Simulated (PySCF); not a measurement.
Species: C4H5P.
Geometry (PBE0-D3(BJ)/def2-TZVP, Å), atoms numbered from 1 in this order:
```xyz
10
C4H5P angstrom
C     -0.4016   -1.0773   -0.1876
C      0.9332   -0.5674   -0.4205
C      1.0660    0.7582   -0.1984
P     -0.5439    1.4808    0.1013
C     -1.2904   -0.1421    0.2121
H     -0.6514   -2.1229   -0.3312
H      1.7447   -1.2075   -0.7490
H      1.9783    1.3231   -0.3298
H     -0.4493    1.8578    1.4651
H     -2.3358   -0.3251    0.4182
```

All values: wB97X-D/pcSseg-2 (PySCF, non-relativistic), on one gas-phase PBE0-D3(BJ)/def2-TZVP geometry that isn't relaxed in the solvent. The solvent is an IEF-PCM continuum (van der Waals radii × 1.2). Specific hydrogen bonds and non-electrostatic terms are outside this model.

Gas phase at wB97X-D/pcSseg-2: HOMO -8.65 eV, LUMO 0.49 eV, dipole 0.83 D.

Problem. What does the continuum do to the energy, the frontier levels and the dipole at wB97X-D/pcSseg-2 in chloroform?

Solution. 
| solvent | ε | E(solvent) − E(gas) (kcal/mol) | polarisation term (kcal/mol) | distortion of the solute (kcal/mol) | HOMO (eV) | LUMO (eV) | dipole (D) |
| --- | --- | --- | --- | --- | --- | --- | --- |
| chloroform | 4.711 | -1.96 | -2.14 | 0.18 | -8.62 | 0.53 | 1.02 |

The polarisation term is half the interaction of the solute with the surface charges that it induces; the rest is the cost of distorting the solute's density. The sum is the electrostatic part of solvation alone.

Problem. Give the dipole vector in the frame of the coordinates (D, pointing from negative to positive charge), gas and chloroform.

Solution. Gas (0.32, -0.65, 0.41), solvent (0.39, -0.78, 0.53). Its length changes by +23 % and its direction by 2°.

Time: 56 s of wall time; peak memory 1.1 GiB. Hardware: one thread of an Arm Neoverse N1, no GPU, shared host with 64 logical CPUs at a one-minute load of 58. This is the whole shielding run at wB97X-D/pcSseg-2 in chloroform, SCF included.

Note: wB97X-D ran without an empirical dispersion term, which enters the total energy and its gradient alone.
